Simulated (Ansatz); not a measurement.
System: rutile CrO2. Method: LDA in Ansatz (plane waves, PAW).

Numerical settings: plane-wave cutoff 520 eV, 12×12×18 k mesh (along the axes of the cell as run), Fermi–Dirac smearing 0.05 eV, spin-polarised with parallel moments, scalar-relativistic PAW data made under PBE.

Starting structure:

```
CELL_PARAMETERS angstrom
      4.42000     0.00000     0.00000
      0.00000     4.42000     0.00000
      0.00000     0.00000     2.92000
ATOMIC_POSITIONS crystal
  Cr 0.00000 0.00000 0.00000
  Cr 0.50000 0.50000 0.50000
  O  0.30300 0.30300 0.00000
  O  0.80300 0.19700 0.50000
  O  0.19700 0.80300 0.50000
  O  0.69700 0.69700 0.00000
```

### Question
Into what structure does the relaxation of cell and atoms lead at this level, with the symmetry of the start kept?

### Answer
The volume decreases by 5.2 %; final space group P4_2/mnm.
```
CELL_PARAMETERS angstrom
      4.35289     0.00000     0.00000
      0.00000     4.35289     0.00000
      0.00000     0.00000     2.85557
ATOMIC_POSITIONS crystal
  Cr 0.00000 0.00000 0.00000
  Cr 0.50000 0.50000 0.50000
  O  0.30299 0.30299 0.00000
  O  0.80299 0.19701 0.50000
  O  0.19701 0.80299 0.50000
  O  0.69701 0.69701 0.00000
```

Ansatz is a quantum-chemistry and plane-wave program.
